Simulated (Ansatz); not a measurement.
Geometry optimisation, Ansatz, RKS B3LYP-D4/def2-SVP.

The input (input.yaml):

```yaml
crystal:
  periodic: [false, false, false]
  atoms:
    - { symbol: Si, position_ang: [-1.087202, 0.056964, -0.08917] }
    - { symbol: Si, position_ang: [1.503778, -0.015933, 2.14951] }
    - { symbol: H, position_ang: [0.22096, -0.494035, 2.73353] }
    - { symbol: H, position_ang: [2.612932, -0.913281, 2.573784] }
    - { symbol: H, position_ang: [1.772945, 1.383152, 2.580884] }
    - { symbol: H, position_ang: [1.449146, -0.045623, 0.674733] }
    - { symbol: H, position_ang: [-0.438583, 1.112434, -0.993279] }
    - { symbol: H, position_ang: [-0.511776, -1.083678, -0.936093] }
basis:
  gaussian: { orbitals: def2-SVP }
hamiltonian:
  xc: b3lyp
  dispersion: d4
relax:
  f_tol: 0.03
  max_steps: 50
output:
  orbitals: {}
```

Launched with:

```bash
$ ansatz run input.yaml --threads 1 --pin off --max-ram 2048MiB --backend cpu --events-out ev --progress --plain --runs-dir out
```

Where does it end, and by what steps?

It converged. After 12 steps the energy has fallen by 0.319 eV; H7 moved furthest, 0.69 Å. Joined: Si1–Si2.

```json
{"step": "0", "energy less start (eV)": "0.0000", "largest force component (eV/Å)": "0.589", "accepted": "yes"}
{"step": "1", "energy less start (eV)": "-0.0735", "largest force component (eV/Å)": "0.371", "accepted": "yes"}
{"step": "2", "energy less start (eV)": "-0.1665", "largest force component (eV/Å)": "0.365", "accepted": "yes"}
{"step": "3", "energy less start (eV)": "-0.1958", "largest force component (eV/Å)": "0.561", "accepted": "yes"}
{"step": "4", "energy less start (eV)": "-0.2354", "largest force component (eV/Å)": "0.403", "accepted": "yes"}
{"step": "5", "energy less start (eV)": "-0.2562", "largest force component (eV/Å)": "0.134", "accepted": "yes"}
{"step": "6", "energy less start (eV)": "-0.2921", "largest force component (eV/Å)": "0.236", "accepted": "yes"}
{"step": "7", "energy less start (eV)": "-0.2897", "largest force component (eV/Å)": "0.483", "accepted": "no"}
{"step": "8", "energy less start (eV)": "-0.3127", "largest force component (eV/Å)": "0.102", "accepted": "yes"}
{"step": "9", "energy less start (eV)": "-0.3161", "largest force component (eV/Å)": "0.165", "accepted": "yes"}
{"step": "10", "energy less start (eV)": "-0.3190", "largest force component (eV/Å)": "0.034", "accepted": "yes"}
{"step": "11", "energy less start (eV)": "-0.3187", "largest force component (eV/Å)": "0.049", "accepted": "no"}
{"step": "12", "energy less start (eV)": "-0.3194", "largest force component (eV/Å)": "0.015", "accepted": "yes"}
```

```xyz
8
Properties=species:S:1:pos:R:3
Si -0.583 0.340 0.149
Si 1.230 -0.019 2.051
H 0.331 -0.817 2.918
H 2.606 -0.605 2.110
H 1.306 1.421 2.396
H 1.042 -0.294 0.508
H 0.241 1.010 -0.941
H -0.650 -1.036 -0.497
```

Run time: 31 s on 1 thread of Intel(R) Xeon(R) Platinum 8259CL CPU @ 2.50GHz (Skylake/Cascade Lake), on a shared host, peak memory 0.14 GiB.
